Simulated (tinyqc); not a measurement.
Worked calculation: CCD on RHF in the sto-3g basis, frozen core, for CH3+, spin multiplicity 1. One step of it, computed by the program tinyqc.

Question. CCD: starting amplitudes. t_ij^ab = <ij||ab> / (e_i + e_j - e_a - e_b), whose energy is MP2.

orbital energies (hartree): MO1 -11.615474, MO2 -1.313681, MO3 -0.995399, MO4 -0.995384, MO5 -0.259044, MO6 0.289296, MO7 0.356627, MO8 0.356716

Two-electron integrals over orbitals (pq|rs), unique and non-zero (hartree); the lowest 1 orbital is frozen and left out:
```
(22|22) 0.530450    (32|32) 0.123772    (33|22) 0.519118    (33|33) 0.560201
(42|22) -0.000092   (42|33) -0.043667   (42|42) 0.123722    (43|32) -0.043639
(43|43) 0.041246    (44|22) 0.519044    (44|33) 0.477612    (44|42) 0.043711
(44|44) 0.560217    (52|22) -0.002468   (52|33) -0.000152   (52|42) -5.06e-07
(52|44) -0.000153   (52|52) 0.100772    (53|32) -0.000302   (53|43) 0.000993
(53|53) 0.025546    (54|22) 7.98e-07    (54|33) 0.000995    (54|42) -0.000303
(54|44) -0.000993   (54|52) 0.000023    (54|54) 0.025544    (55|22) 0.559637
(55|33) 0.523116    (55|42) 5.60e-07    (55|44) 0.523094    (55|52) 0.012096
(55|54) 0.000006    (55|55) 0.672982    (62|22) 0.079032    (62|33) 0.057785
(62|42) 0.000072    (62|44) 0.057631    (62|52) -0.002364   (62|54) 0.000011
(62|55) 0.129422    (62|62) 0.071697    (63|32) -0.025086   (63|43) 0.030121
(63|53) 0.001403    (63|63) 0.053822    (64|22) 0.000369    (64|33) 0.030520
(64|42) -0.025463   (64|44) -0.029966   (64|52) 0.000020    (64|54) 0.001412
(64|55) 0.000511    (64|62) 0.000443    (64|64) 0.054234    (65|22) -0.007368
(65|33) -0.003749   (65|42) 0.000024    (65|44) -0.003729   (65|52) 0.072232
(65|54) 0.000092    (65|55) -0.001855   (65|62) -0.008061   (65|64) -0.000021
(65|65) 0.058855    (66|22) 0.477511    (66|33) 0.477436    (66|42) 0.000812
(66|44) 0.478174    (66|52) -0.009606   (66|54) -0.000017   (66|55) 0.488509
(66|62) 0.035498    (66|64) -0.000231   (66|65) -0.009477   (66|66) 0.473079
(72|22) -0.000336   (72|33) 0.021327    (72|42) 0.014820    (72|44) -0.021795
(72|52) 0.000006    (72|54) 0.002885    (72|55) -0.000530   (72|62) -0.000125
(72|64) 0.042672    (72|65) 0.000033    (72|66) -0.000237   (72|72) 0.048012
(73|32) 0.050978    (73|43) -0.014090   (73|53) -0.001060   (73|63) -0.026560
(73|73) 0.038383    (74|22) 0.084664    (74|33) 0.082171    (74|42) -0.050762
(74|44) 0.054369    (74|52) 0.005469    (74|54) 0.001054    (74|55) 0.122072
(74|62) 0.072425    (74|64) 0.026785    (74|65) -0.002170   (74|66) 0.033294
(74|72) 0.004665    (74|74) 0.117372    (75|22) 0.000022    (75|33) -0.002403
(75|42) 0.006557    (75|44) 0.002433    (75|52) -0.000285   (75|54) 0.018122
(75|55) 3.64e-06    (75|62) 0.000034    (75|64) -0.002247   (75|65) -0.000159
(75|66) 0.000081    (75|72) 0.000968    (75|74) -0.002908   (75|75) 0.018351
(76|22) 2.08e-06    (76|33) -0.049076   (76|42) 0.109290    (76|44) 0.049309
(76|52) 0.000039    (76|54) -0.001903   (76|55) 0.000048    (76|62) 0.000019
(76|64) -0.048522   (76|65) 0.000052    (76|66) 0.000975    (76|72) -0.010967
(76|74) -0.057731   (76|75) 0.006024    (76|76) 0.125301    (77|22) 0.504153
(77|33) 0.472594    (77|42) 0.029880    (77|44) 0.540520    (77|52) 0.000841
(77|54) -0.001886   (77|55) 0.510099    (77|62) 0.050738    (77|64) -0.040515
(77|65) -0.002003   (77|66) 0.484696    (77|72) -0.031322   (77|74) 0.042942
(77|75) 0.001731    (77|76) 0.047773    (77|77) 0.553238    (82|32) 0.014767
(82|43) 0.021590    (82|53) 0.002885    (82|63) 0.042651    (82|73) -0.005290
(82|82) 0.048020    (83|22) 0.084567    (83|33) 0.054266    (83|42) 0.050898
(83|44) 0.082277    (83|52) 0.005469    (83|54) -0.001053   (83|55) 0.122043
(83|62) 0.072399    (83|64) -0.026309   (83|65) -0.002147   (83|66) 0.034150
(83|72) -0.005401   (83|74) 0.045739    (83|75) 0.002932    (83|76) 0.058097
(83|77) 0.075976    (83|83) 0.117574    (84|32) 0.050901    (84|43) -0.013976
(84|53) -0.001054   (84|63) -0.026362   (84|73) 0.033842    (84|82) -0.005114
(84|84) 0.038190    (85|32) 0.006557    (85|43) -0.002413   (85|53) 0.018120
(85|63) -0.002224   (85|73) 0.002932    (85|82) 0.000967    (85|84) 0.002925
(85|85) 0.018349    (86|32) 0.109078    (86|43) -0.048863   (86|53) -0.001887
(86|63) -0.047758   (86|73) 0.058047    (86|82) -0.010770   (86|84) 0.057875
(86|85) 0.006009    (86|86) 0.124546    (87|32) -0.031148   (87|43) 0.034507
(87|53) 0.001908    (87|63) 0.041171    (87|73) -0.017411   (87|82) 0.031248
(87|84) -0.017248   (87|85) -0.001791   (87|86) -0.048780   (87|87) 0.042353
(88|22) 0.504211    (88|33) 0.540905    (88|42) -0.030731   (88|44) 0.472212
(88|52) 0.000841    (88|54) 0.001903    (88|55) 0.510119    (88|62) 0.050956
(88|64) 0.041371    (88|65) -0.002018   (88|66) 0.483968    (88|72) 0.030980
(88|74) 0.076299    (88|75) -0.001763   (88|76) -0.048550   (88|77) 0.470365
(88|83) 0.042342    (88|88) 0.553989
```

Give: Starting amplitudes; correlation energy.

Answer.

Starting amplitudes (spin orbitals 1a, 1b, ...; amplitudes related by a flip of all spins are not repeated; the 24 largest):
```
from      to       t
2a 2b  5a 5b  -0.048
3a 3b  8a 8b  -0.043
4a 4b  7a 7b  -0.043
2a 4b  6a 7b  -0.025
2a 3b  6a 8b  -0.024
2a 2b  6a 6b  -0.022
4a 4b  6a 6b  -0.021
3a 3b  6a 6b  -0.021
3a 3b  5a 5b  -0.017
4a 4b  5a 5b  -0.017
3a 4b  7b 8a   0.017
2a 4b  6b 7a   0.014
2a 3b  6b 8a   0.014
2a 2b  8a 8b  -0.014
2a 2b  7a 7b  -0.014
3a 3b  7a 7b  -0.014
4a 4b  8a 8b  -0.014
3a 4b  7a 8b  -0.013
4a 4b  6a 7b  -0.010
3a 3b  6a 7b   0.010
2a 4a  6a 7a  -0.010
2a 3a  6a 8a  -0.010
3a 4b  6a 8b   0.010
3a 4b  6b 8a  -0.010
```

correlation energy = -0.03779 hartree
